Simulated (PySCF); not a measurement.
propene (C₃H₆), SMILES C=CC. Heavy atoms are numbered as in [CH3:1][CH:2]=[CH2:3]. Hydrogens are named by the atom that carries them.

Geometry optimised at ωB97X-D3(BJ)/def2-TZVP.

Calculation: PBE/def2-TZVPD run with PySCF.

Mulliken values depend strongly on the basis, most of all with diffuse functions as here. ESP charges are fitted to the potential on shells at 1.4 to 2.0 van der Waals radii. Atomic charges (e), one atom of each kind:

```
atom      ESP fit  meta-Löwdin  Mulliken
--------  -------  -----------  --------
C1 (CH3)    -0.49        -0.35     -0.70
C2 (CH)      0.21        -0.09      0.19
C3 (CH2)    -0.64        -0.28     -0.71
H on C1      0.14         0.13      0.20
H on C2      0.06         0.11      0.23
H on C3      0.23         0.11      0.19
```
